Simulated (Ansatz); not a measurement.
# A basis-limit estimate, worked out

An elementary step of CH$_{7}$ClSi, singlet (SiH₃Cl ([SiH3][Cl]) + CH₄ → CH₆Si ([CH3][SiH3]) + HCl; Si–Cl, H–C broken or loosened, Si–C, Cl–H formed or tightened). “Start” and “end” are the PBE0-D4/def2-TZVP structures reached by relaxing down either side of its saddle point, with the molecules still in contact.

Computed with Ansatz 0.2.0 (basis: def2-TZVPP and def2-QZVPP); correlated methods freeze the cores.

Energies in eV:

| quantity | end | start |
| --- | --- | --- |
| Hartree–Fock, triple zeta (X = 3) | -21508.39688 | -21509.56057 |
| Hartree–Fock, quadruple zeta (X = 4) | -21509.05793 | -21510.22517 |
| MP2 correlation, X = 3 | -14.32008 | -14.15582 |
| MP2 correlation, X = 4 | -15.43565 | -15.29226 |
| CCSD(T) correlation, X = 3 | -16.46434 | -16.25828 |

Task: Work out the step energy at the basis limit: extrapolate Hartree–Fock as E(X) = E∞ + A exp(−7.88 √X) and the MP2 correlation as E(X) = E∞ + B X^−2.97 (the exponents that Neese and Valeev fitted for def2-TZVPP and QZVPP), then add CCSD(T) − MP2 in triple zeta.

Result: Each step is linear, so take the differences first (end − start): Hartree–Fock 1.16369 (X = 3) and 1.16724 (X = 4); MP2 correlation -0.16426 and -0.14339; CCSD(T) correlation -0.20606.
Two points give E∞ = E(4) + w [E(4) − E(3)], with w = 1/(exp(7.88 (2 − √3)) − 1) = 0.1377 for Hartree–Fock and w = 1/((4/3)^2.97 − 1) = 0.7407 for the correlation.
Hartree–Fock: 1.16724 + 0.1377 × 0.00355 = 1.1677 eV.
MP2 correlation: -0.14339 + 0.7407 × 0.02087 = -0.1279 eV.
CCSD(T) − MP2: -0.20606 − (-0.16426) = -0.0418 eV.
Sum: 1.1677 + (-0.1279) + (-0.0418) = 0.9980 eV, or 23.01 kcal/mol. Plain CCSD(T) in triple zeta gives 0.9576 eV, so the larger basis shifts the result by 0.0404 eV.

No T1 diagnostic of these runs exceeds 0.011.

Labels in which every atom is bracketed show which atoms are joined, not bond orders.

For scale, one of the runs: CCSD(T)/def2-TZVPP, 213 basis functions, launched by `ansatz run in.yaml --threads 4 --pin off --events-out ev --progress --plain --max-ram 9574MiB`. The run took 37 s on 4 CPU threads of an Arm Neoverse V1 (shared host), with 2.8 GiB of host memory at its peak.
